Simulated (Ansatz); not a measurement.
The input (input.yaml):

```yaml
crystal:
  periodic: [false, false, false]
  atoms:
    - { symbol: B, position_ang: [-1.315563, -0.103734, -0.025385] }
    - { symbol: C, position_ang: [0.165485, -0.117782, -0.183409] }
    - { symbol: O, position_ang: [1.016036, -1.047545, 0.441941] }
    - { symbol: H, position_ang: [-1.992156, 0.61337, -0.652184] }
    - { symbol: H, position_ang: [0.705038, 0.638891, -0.804741] }
    - { symbol: H, position_ang: [-0.528191, 0.636039, 0.818154] }
    - { symbol: H, position_ang: [1.949362, -0.619238, 0.405613] }
magnetization:
  spin_polarized: true
  initial_magnetization: 1
basis:
  gaussian: { orbitals: STO-3G }
hamiltonian:
  xc: b3lyp
  dispersion: d4
phonons: {}
```

Command:

```bash
$ ansatz run input.yaml --threads 1 --pin off --max-ram 2048MiB --backend cpu --events-out ev --progress --plain --runs-dir out
```

Hardware: 1 thread of Intel(R) Xeon(R) 6975P-C (Granite Rapids), with other jobs on the host.

Question: Roughly how long does this run take, and how much memory?

Answer: 16 s, with a peak of 0.1 GiB, for 0 ionic steps.
